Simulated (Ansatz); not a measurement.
# Worked example: AsH3⁺, doublet against AsH3, singlet

Geometry (PBE0/def2-TZVP stationary point of a singlet), kept for both states:

```yaml
atoms:
  - { symbol: As, position_ang: [0.0002, 0.0000, -0.0329] }
  - { symbol: H, position_ang: [1.2593, 0.0140, 0.8215] }
  - { symbol: H, position_ang: [-0.6489, 1.0868, 0.8116] }
  - { symbol: H, position_ang: [-0.6239, -1.1021, 0.8106] }
```

Basis cc-pVDZ; Ansatz 0.2.0. Only valence electrons are correlated (noble-gas cores and the filled d shells of p-block atoms frozen). Prefix R: restricted or restricted open-shell reference; prefix U: unrestricted. No spin–orbit coupling is included, and no scalar relativity.

Full CI isn't at hand for all of this; UCCSDT(Q) serves as the reference, and is uncertain by about the last step of the cluster series.

```csv
level,"E(AsH3, singlet) (hartree)","E(AsH3⁺, doublet) (hartree)"
UHF,-2235.898582,-2235.551360
UMP2,-2236.022850,-2235.651534
UCCSD(T),-2236.053980,-2235.680913
PBE,-2237.283818,-2236.903164
r2SCAN,-2237.615877,-2237.233600
UCCSDT(Q),-2236.054677,-2235.681684
```

Problem. Give the vertical gap, AsH3⁺ doublet less AsH3 singlet, at each level in eV (1 hartree = 27.2114 eV), and each error against UCCSDT(Q).

Solution. UCCSDT(Q): (-2235.681684 − (-2236.054677)) × 27.2114 = 10.150 eV (the reference)
r2SCAN: (-2237.233600 − (-2237.615877)) × 27.2114 = 10.402 eV, error 0.252 eV
PBE: (-2236.903164 − (-2237.283818)) × 27.2114 = 10.358 eV, error 0.208 eV
UCCSD(T): (-2235.680913 − (-2236.053980)) × 27.2114 = 10.152 eV, error 0.002 eV
UMP2: (-2235.651534 − (-2236.022850)) × 27.2114 = 10.104 eV, error -0.046 eV
UHF: (-2235.551360 − (-2235.898582)) × 27.2114 = 9.448 eV, error -0.702 eV

Total energies of functionals can't be set beside those of wave-function methods, since they hold the core's correlation and their own absolute errors; only the differences compare.

In so small a basis the reference is far from its limit while semilocal and hybrid functionals are nearer theirs, so the functionals' errors here hold much of the reference's basis and frozen-core error, which can add to them or hide them.

Each level lands on the state that its own search finds. T1 diagnostics of restricted CCSD: 0.011 and 0.015.
